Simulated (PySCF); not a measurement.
# Orbital picture of MgS

PBE0 at R = 2.142 Å; PySCF, no relativity, basis sets Mg def2-TZVP, S def2-TZVP. State: ¹Σ⁺ (singlet), closed shell. Only the outer orbitals are listed, counted within each symmetry.

```json
{"orbital": "6σ", "occ.": "2", "ε (eV)": "-52.48", "on Mg (%)": "100", "main shells (%)": "100 Mg p"}
{"orbital": "2π", "occ.": "2", "ε (eV)": "-52.48", "on Mg (%)": "100", "main shells (%)": "100 Mg p"}
{"orbital": "2π", "occ.": "2", "ε (eV)": "-52.48", "on Mg (%)": "100", "main shells (%)": "100 Mg p"}
{"orbital": "7σ", "occ.": "2", "ε (eV)": "-16.78", "on Mg (%)": "7", "main shells (%)": "92 S s"}
{"orbital": "8σ", "occ.": "2", "ε (eV)": "-7.35", "on Mg (%)": "38", "main shells (%)": "58 S p, 36 Mg s"}
{"orbital": "3π", "occ.": "2", "ε (eV)": "-5.83", "on Mg (%)": "13", "main shells (%)": "87 S p, 10 Mg p"}
{"orbital": "3π", "occ.": "2", "ε (eV)": "-5.83", "on Mg (%)": "13", "main shells (%)": "87 S p, 10 Mg p"}
{"orbital": "9σ", "occ.": "0", "ε (eV)": "-3.72", "on Mg (%)": "77", "main shells (%)": "47 Mg s, 30 Mg p, 23 S p"}
{"orbital": "4π", "occ.": "0", "ε (eV)": "-0.73", "on Mg (%)": "94", "main shells (%)": "82 Mg p, 12 Mg d"}
{"orbital": "4π", "occ.": "0", "ε (eV)": "-0.73", "on Mg (%)": "94", "main shells (%)": "82 Mg p, 12 Mg d"}
```

Problem. Which are the highest filled and the lowest empty level, where do they sit, and how wide is the gap?

Solution. Highest filled 3π at -5.83 eV (in %: 87 S p, 10 Mg p); lowest empty 9σ at -3.72 eV (in %: 47 Mg s, 30 Mg p, 23 S p); the gap at PBE0 is 2.11 eV.

```
bond order (Mayer)                              : 2.01
⟨S²⟩                                            : 0.000
charge on Mg (Mulliken, basis-dependent)        : 0.57
charge on Mg (Löwdin, basis-dependent)          : 0.18
dipole moment (positive dipole means Mg(−)S(+)) : -7.75 D
polarisability along the bond                   : 96.9 bohr³
polarisability across the bond                  : 59.8 bohr³
```
